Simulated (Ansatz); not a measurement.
**HC–SeH, triplet: the ladder up to UCCSDT(Q)**

Geometry: displaced at random from a stationary point.

```xyz
4

C    -0.1374    0.0766    1.5668
Se    0.0124   -0.0303   -0.2607
H     0.6675    0.0404    2.2869
H     0.0008    1.4224   -0.5379
```

Basis cc-pVDZ; Ansatz 0.2.0. Only valence electrons are correlated (noble-gas cores and the filled d shells of p-block atoms frozen), which leaves 12 electrons in 36 orbitals. Prefix R: restricted or restricted open-shell reference; prefix U: unrestricted. Active spaces: valence = (12e, 10o) chosen from the atoms' valence shells. No spin–orbit coupling is included, and no scalar relativity.

Full CI isn't at hand for all of this; UCCSDT(Q) serves as the reference, and is uncertain by about the last step of the cluster series. The frozen core follows each run's orbitals, which can shift R against U totals by a few meV for light atoms and by up to 0.1 eV past Ca.

The UHF ⟨S²⟩ is 2.026. The T1 diagnostic (RCCSD) is 0.0334. The largest doubles amplitude (RCCSD) is 0.032 and the T1 diagnostic (UCCSD) is 0.0255.

```json
{"level": "UHF", "E − E(UCCSDT(Q)) (mEh)": "246.25", "share of correlation (%)": "2.61", "wall time": "–"}
{"level": "UMP2", "E − E(UCCSDT(Q)) (mEh)": "41.54", "share of correlation (%)": "83.57", "wall time": "–"}
{"level": "UCCSD", "E − E(UCCSDT(Q)) (mEh)": "8.13", "share of correlation (%)": "96.79", "wall time": "–"}
{"level": "UCCSD(T)", "E − E(UCCSDT(Q)) (mEh)": "1.50", "share of correlation (%)": "99.41", "wall time": "11 s"}
{"level": "UCCSDT", "E − E(UCCSDT(Q)) (mEh)": "0.45", "share of correlation (%)": "99.82", "wall time": "–"}
```

The correlation energy at UCCSDT(Q), counted from RHF, is -6.880 eV. That run took 79 s on 1 thread of AMD EPYC, shared host.

Run but not shown, since their state or frozen core can't be matched to the reference's or they repeat it: RHF, RMP2, CISD, RCCSD, RCCSD(T), BCCD(T), RCCSDT, RCCSDT(Q), CASSCF (valence space), NEVPT2 (valence space), MRCISD (valence space), MRCISD+Q (valence space).

Times hold each run's SCF and search for its determinant on a shared host, so for small cases they say little of a method's own cost; they ran on 1 thread of AMD EPYC.

Natural occupations of CASSCF (valence space) about the gap: 1.980 1.971 1.966 1.006 1.000 0.038 0.032 0.021; effectively unpaired electrons, Σ n²(2−n)², 2.02.
